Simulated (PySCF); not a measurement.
Geometry:
```tsv
atom	x (Å)	y (Å)	z (Å)
C1	-2.380	0.280	-0.206
C2	-1.125	-0.301	0.425
C3	0.156	0.197	-0.227
C4	1.414	-0.381	0.390
C5	2.691	0.128	-0.215
O6	2.752	0.941	-1.098
H7	-2.388	1.380	-0.137
H8	-3.292	-0.092	0.284
H9	-2.446	0.019	-1.275
H10	-1.105	-0.058	1.502
H11	-1.159	-1.404	0.371
H12	0.146	-0.037	-1.306
H13	0.203	1.298	-0.174
H14	1.469	-0.174	1.477
H15	1.436	-1.486	0.323
H16	3.627	-0.310	0.223
```

Geometry: PBE0-D3(BJ)/def2-SVP; GIAO absolute shieldings from PySCF 2.14, gas phase, non-relativistic, averaged over equivalent atoms.

At LC-wPBE/pcSseg-1 (152 basis functions, 39 s wall time on 1 thread of an Intel Xeon Platinum 8259CL, shared host):
```
   atoms  σ (ppm)
      C5    -21.0
      C4    141.0
      C3    164.9
      C2    165.7
      C1    173.0
      O6   -361.5
     H16    21.62
 H14/H15    29.16
 H12/H13    30.05
H7/H8/H9    30.30
 H10/H11    30.33
```

Predict the values at PBE0/aug-cc-pVDZ on the same geometry.

## Answers


```csv
atoms,σ at PBE0/aug-cc-pVDZ,change
C5,-2.2,+18.8
C4,146.3,+5.3
C3,168.4,+3.5
C2,168.9,+3.2
C1,179.4,+6.4
O6,-291.0,+70.5
H16,21.08,-0.54
H14/H15,28.88,-0.28
H12/H13,29.84,-0.21
H7/H8/H9,30.34,+0.04
H10/H11,30.17,-0.16
```

The largest change is at O6 (aldehyde oxygen). Cost: 228 basis functions, 28 s wall time on 1 thread of an Arm Neoverse V1, shared host. The order of the carbon signals is the same at both levels.
